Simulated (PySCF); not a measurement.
C6H9 (doublet state).
Cartesian coordinates in Å at the GFN2-xTB level; atoms count from 1:
```xyz
15
C6H9 angstrom
C     -2.464    0.438    0.305
C     -1.157    0.183   -0.344
C     -0.144   -0.653    0.238
C      0.846   -1.414   -0.645
C      1.340   -0.385   -0.030
C      2.414    0.561    0.281
H     -3.291    0.035   -0.290
H     -2.501   -0.019    1.292
H     -2.651    1.511    0.411
H     -0.967    0.631   -1.306
H     -0.411   -1.096    1.197
H      0.934   -2.215   -1.337
H      3.328    0.297   -0.250
H      2.611    0.565    1.354
H      2.110    1.568   -0.007
```

The hyperfine couplings belong to this conformer and change with its torsions.

As a line formula: `C[CH][C@H]1C=C1C` [radical].

Level of theory: UKS B3LYP, pcH-1 on C H, non-relativistic, mean-field spin-orbit, GIAO in PySCF 2.14.0. Isolated species at its GFN2-xTB geometry (one conformer only). Couplings are sensitive to structure, and on GFN2-xTB geometries they can be far from those on DFT ones. The SCF solution wasn't tested for stability.

Question: Give the principal g shifts and their parts.

Answer: 
```csv
Δg (ppm),1,2,3
relativistic mass correction,-149,-149,-149
gauge correction,4,17,47
orbital Zeeman/spin–orbit,-303,595,788
total,-448,463,686
```

So g = 2.00187, 2.00278, 2.00301 and g_iso = 2.00255; the tensor is rhombic: the two nearest values differ by 20 % of g3 − g1. Axes: g2 points within 5° of the C1–C2 bond.

Question: What are the electron Larmor frequencies g μB B/h along the three axes at 1200 mT?

Answer: 33.6224, 33.6377, 33.6415 GHz for g1, g2 and g3, a range of 19.0 MHz.

Question: Average each term over the three axes. Which is largest in size?

Answer: The orbital-Zeeman/spin–orbit term 360, the mass correction -149 and the gauge correction 23 ppm, for a total of 234 ppm. The orbital-Zeeman/spin–orbit term is the largest in size. The mass correction is the same along every axis, so the anisotropy comes from the other two: their spans along these axes are 43 (gauge) and 1091 ppm (orbital Zeeman/spin–orbit).

Question: At 9.729 GHz, how far is the centre of the isotropic spectrum from where a free electron (g = 2.002319) resonates?

Answer: B = hν/(g μB) with μB/h = 13.99624 MHz/mT gives 347.15 mT for the free electron and 347.11 mT at g_iso, 0.04 mT lower.

Question: In a frozen sample, at which fields do the three g values resonate at 9.5, 34, 94 and 263 GHz (hyperfine left aside), and which band first spreads them over more than twice a line width of 0.5 mT?

Answer: 
```tsv
band	GHz	B(g3) mT	B(g2) mT	B(g1) mT	spread mT
X	9.5	338.87	338.91	339.06	0.19
Q	34.0	1212.79	1212.92	1213.48	0.69
W	94.0	3353.00	3353.38	3354.90	1.90
J	263.0	9381.28	9382.33	9386.59	5.31
```

The spread grows in proportion to the frequency. W band is the first where it exceeds 1.0 mT.

Largest spin populations (Mulliken): C2 (+0.94), C3 (-0.10), C5 (+0.09) and C4 (+0.09). No atom but C2 exceeds +0.15. The positive populations add up to 1.22 and the negative ones to -0.22, together 2S = 1. The angles at C2 add up to 360.0°, so it is planar; its axial dipolar tensor and the negative coupling of its proton fit spin in a p orbital normal to that plane.

The HOMO–LUMO gaps are 4.68 eV among the α and 5.70 eV among the β orbitals.

Hardware: an Arm Neoverse V1 with one thread, no GPU, shared host with 32 logical CPUs at a one-minute load of 35. Cost: 47 s (grids of density and orbitals included), 0.84 GiB resident at most.
